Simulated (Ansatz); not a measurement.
Rock-salt BaS, treated with PBE+SOC in Ansatz (plane waves, PAW).

The input as run:

Ansatz 0.2 input:
```yaml
crystal:
  lattice:
    - [0.0, 3.2139471225, 3.2139471225]
    - [3.2139471225, 0.0, 3.2139471225]
    - [3.2139471225, 3.2139471225, 0.0]
  atoms:
    - { symbol: Ba, position: [0.0, 0.0, 0.0] }
    - { symbol: S, position: [0.5, 0.5, 0.5] }
basis:
  ecutwfc: 520
  ecutrho_ratio: 4
  xc_grid: 2
kpoints:
  mp_grid: { grid: [10, 10, 10] }
hamiltonian:
  xc: pbe
  dispersion: none
  pseudopotentials: { kind: paw }
scf:
  occupations: { method: fermi_dirac, width: 0.01 }
  convergence: { dr2_threshold: 0.0000000002 }
output:
  forces: true
  stress: true
  eigenvalues: true
magnetization:
  noncollinear: true
  spin_orbit: true
```

From the output:

```
Crystal: 2 atoms, lattice volume = 66.397 Å³
Basis set: ecut = 520 eV, 1807 PW (Γ), exchange–correlation on 72×72×72 points (8 copies of the dense FFT grid, shifted against one another)
Bands: 24, of which v1, the nominal top of the filled ones, is band 16 counted from 1 (15 counted from 0)
Symmetry: 48 space group operations + 48 with time reversal
k-points: 47 of 1000
Initial density: superposition of atomic densities (chi_scale 0.1, normalization cell, long waves kept (reshape's long-wave potential 0.00 eV rms))
Functional: x = pbe(κ = 0.804, μ = 0.2195149727645171), c = pbe(β = 0.06672455060314922)
SCF 1 converged in 8 iterations: F = -6860.631496 eV  dr2 = 9.38e-11
SCF converged after 8 iterations
Free energy (F): -6860.631496 eV
Internal energy: -6860.631496 eV  (E = F + TS)
E sigma→0 (E₀):  -6860.631496 eV
Fermi energy:    6.750796 eV
--- Stress (GPa, compression-positive) ---
        0.000244       0.000000       0.000000
        0.000000       0.000244       0.000000
        0.000000       0.000000       0.000244
  P = ⅓ Tr σ = 0.0002 GPa (0.002 kbar)
```

Computing time: about 14 core-seconds (a rough figure).

Ansatz is a program for electronic structure.
